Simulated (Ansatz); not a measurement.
# BFHS radical (SMILES FB[S]): one structure at several levels

An exercise on one series of results from a longer session: the logs are not shown, and one member is left open.

The runs use Ansatz 0.2.0, Gaussian basis; single points in def2-TZVPP.

Correlated methods freeze the cores. Orbitals are unrestricted.

## The system as given

SMILES `FB[S]`, 4 atoms, charge 0, spin multiplicity 2.

Atoms are counted from 1 here; the program's logs count them from 0.

Bond lengths: F1–B2 1.331 Å, B2–S3 1.759 Å, B2–H4 1.180 Å. Angles: F1–B2–S3 126.9°, F1–B2–H4 122.3°, S3–B2–H4 109.9°.

As a file:

```xyz
4
charge 0, multiplicity 2
F     1.1539    0.6840   -0.4147
B     0.0913    0.0324    0.0524
S    -1.4933   -0.0807   -0.7029
H     0.1648   -0.7336    0.9476
```

The first run:

File run/in.yaml:

```yaml
crystal:
  periodic: [false, false, false]
  atoms:
    - {symbol: F, position_ang: [1.153863, 0.684019, -0.414708]}
    - {symbol: B, position_ang: [0.091288, 0.032410, 0.052432]}
    - {symbol: S, position_ang: [-1.493334, -0.080661, -0.702875]}
    - {symbol: H, position_ang: [0.164785, -0.733629, 0.947612]}
basis:
  gaussian: {orbitals: def2-TZVPP}
magnetization: {spin_polarized: true, initial_magnetization: 1}
hamiltonian: {xc: pbe, dispersion: d4}
output: {forces: true}
```

The run is started by

```sh
ansatz run in.yaml --threads 2 --pin off --events-out ev --progress --plain --max-ram 3481MiB
```

Steps of the session up to this table: PBE-D4/def2-TZVPP; r2SCAN-D4/def2-TZVPP; PBE0-D4/def2-TZVPP; wB97M-V/def2-TZVPP; CCSD(T)/def2-TZVPP.

One of the session's tables, all rows but one given; the rest of the session is left out.

| method | RMS force component (eV/Å) | angle to CCSD(T) forces (°) | dipole (D) |
| --- | --- | --- | --- |
| PBE-D4 | ? | ? | ? |
| r2SCAN-D4 | 0.377 | 27.4 | 0.59 |
| PBE0-D4 | 0.404 | 27.6 | 0.66 |
| wB97M-V | 0.335 | 15.9 | 0.64 |
| CCSD(T) | 0.375 | reference | 0.69 |

Q: Estimate the row for PBE-D4 from the others.

As computed: RMS force component (eV/Å): 0.388; angle to CCSD(T) forces (°): 42.0; dipole (D): 0.57. In the column «RMS force component (eV/Å)» it lies between r2SCAN-D4 (0.377) and PBE0-D4 (0.404).
